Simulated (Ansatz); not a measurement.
System: CF₃ (charge 0, doublet). It need not be the lowest isomer of its formula. 
Structure (B3LYP-D3(BJ)/def2-TZVP (Ansatz, a program for electronic structure) minimum search):
SMILES: [C](F)(F)F
```xyz
4

C      0.0017    -0.0026     0.3251
F     -0.0171     1.2604    -0.0619
F      1.0990    -0.6148    -0.0830
F     -1.0831    -0.6438    -0.0717
```
Charge 0, spin multiplicity 2.

Parts of the frozen-core correlation energy in cc-pwCVTZ (Ansatz, hartree). Frozen orbitals: 4; correlated occupied orbitals by spin: 13 and 12; virtual: 155 and 156. Open shells are spin-unrestricted. No spin-orbit coupling. Non-relativistic.

```tsv
term	value
reference (HF)	-336.26460
MP2 opposite-spin	?
MP2 same-spin	-0.24112
CCSD correlation	?
(T)	?
T1 diagnostic	0.014
largest doubles amplitude	0.024
<S^2> of the reference	0.754
```

Q: Fill in the missing entries.

A: 
- MP2 opposite-spin, value: -0.66068
- CCSD correlation, value: -0.90245
- (T), value: -0.02946
